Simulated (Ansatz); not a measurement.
# C₂H₅O radical: basis-set convergence

One table from this session's results is given with a row withheld; the runs are named, their logs left out.

Computed with Ansatz 0.2.0, Gaussian basis. Level: one geometry, several basis sets.

The runs, in order: PBE0-D4/def2-SVP; ωB97M-V/def2-SVP; PBE0-D4/def2-QZVPP; ωB97M-V/def2-QZVPP; CCSD(T)/cc-pV(D+d)Z; CCSD(T)/cc-pV(T+d)Z; CCSD(T)/cc-pV(Q+d)Z; the functionals' def2-TZVPP values are taken from earlier runs.

## Structure used throughout

All runs share one geometry, relaxed beforehand with PBE0-D4 in a triple-zeta def2 set.

SMILES `[CH2]OC`, 8 atoms, charge 0, spin multiplicity 2.

Atoms are counted from 1 here; the program's logs count them from 0.

Bond lengths: C1–O2 1.345 Å, C1–H4 1.086 Å, C1–H5 1.080 Å, O2–C3 1.409 Å, C3–H6 1.096 Å, C3–H7 1.089 Å, C3–H8 1.095 Å. Angles: O2–C1–H4 118.6°, O2–C1–H5 114.1°, H4–C1–H5 121.7°, C1–O2–C3 114.8°, O2–C3–H6 110.8°, O2–C3–H7 107.3°, O2–C3–H8 110.8°, H6–C3–H7 109.3°, H6–C3–H8 109.1°, H7–C3–H8 109.5°.

The first run:

in.yaml reads:

```yaml
crystal:
  periodic: [false, false, false]
  atoms:
    - {symbol: C, position_ang: [-0.586495, 0.912922, -0.728621]}
    - {symbol: O, position_ang: [0.587928, 0.317820, -0.452310]}
    - {symbol: C, position_ang: [0.505335, -0.758060, 0.453579]}
    - {symbol: H, position_ang: [-1.396617, 0.822304, -0.011280]}
    - {symbol: H, position_ang: [-0.505133, 1.765511, -1.387365]}
    - {symbol: H, position_ang: [0.073116, -0.432333, 1.407022]}
    - {symbol: H, position_ang: [1.519543, -1.117217, 0.621953]}
    - {symbol: H, position_ang: [-0.105474, -1.568044, 0.041223]}
basis:
  gaussian: {orbitals: def2-SVP}
magnetization: {spin_polarized: true, initial_magnetization: 1}
hamiltonian: {xc: pbe0, dispersion: d4}
output: {orbitals: {seedname: orbitals}}
```

Started as:

```console
ansatz run in.yaml --threads 2 --pin off --events-out ev --progress --plain --max-ram 31744MiB --backend cpu
```

Among the steps run: PBE0-D4 in def2-SVP; ωB97M-V in def2-SVP; PBE0-D4 in def2-QZVPP; ωB97M-V in def2-QZVPP.

One of the session's tables, all rows but one given; the rest of the session is left out.

It belongs to the step «Functionals by basis». 

| functional | basis | HOMO (eV) |
| --- | --- | --- |
| PBE0-D4 | def2-SVP | -4.93 |
| PBE0-D4 | def2-TZVPP | -5.10 |
| PBE0-D4 | def2-QZVPP | -5.14 |
| ωB97M-V | def2-SVP | ? |
| ωB97M-V | def2-TZVPP | -7.22 |
| ωB97M-V | def2-QZVPP | -7.26 |

Estimate the missing values for ωB97M-V, def2-SVP.

**Answer.** HOMO (eV): -7.05. In the column «HOMO (eV)» it lies between ωB97M-V, def2-TZVPP (-7.22) and PBE0-D4, def2-QZVPP (-5.14).
